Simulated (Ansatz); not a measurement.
Born–Oppenheimer molecular dynamics of CH$_{6}$OSi (9 atoms, charge 0, multiplicity 1). It starts from a relaxed structure.

Computed with RKS PBE-D4/def2-SVP in Ansatz 0.2.0.

```yaml
ensemble: NVE (Milne-controlled integrator)
time_step: 0.5 fs
steps_asked: 250
starting_velocities_drawn_for: 2000 K
seed: 772691
```

First frame:

```xyz
9
Properties=species:S:1:pos:R:3
Si 0.051 -0.049 0.042
H 0.285 0.146 1.521
H 1.313 0.218 -0.719
H -1.029 0.913 -0.391
O -0.373 -1.638 -0.303
C -1.527 -2.247 0.243
H -1.507 -2.270 1.358
H -2.466 -1.733 -0.071
H -1.578 -3.296 -0.117
```

**Question.** How far do the bonds stretch over the last three quarters of this one trajectory? (Pairs bonded in most of those frames.)

**Answer.** 
```csv
bond,mean (Å),spread (Å),shortest,longest
Si1–H2,1.512,0.018,1.48,1.54
Si1–H3,1.515,0.068,1.41,1.62
Si1–H4,1.534,0.092,1.39,1.67
Si1–O5,1.686,0.019,1.65,1.72
O5–C6,1.418,0.032,1.36,1.47
C6–H7,1.128,0.058,1.02,1.25
C6–H8,1.153,0.107,0.97,1.33
C6–H9,1.154,0.106,0.98,1.31
```

Mean temperature of the second half: 1124 K. The conserved energy stayed within 0.21 meV per atom of its start (net change -0.041 meV per atom), so the integration is sound. Over the second half the temperature averaged 0.56 of the 2000 K drawn at the start: a run that starts near a minimum puts about half its kinetic energy into the potential. A run of 0.12 ps of so small a system gives no equilibrium averages.

Time of the run: 7.1 min on 1 thread of Arm Neoverse V2, with other jobs on the host, peak memory 0.13 GiB.
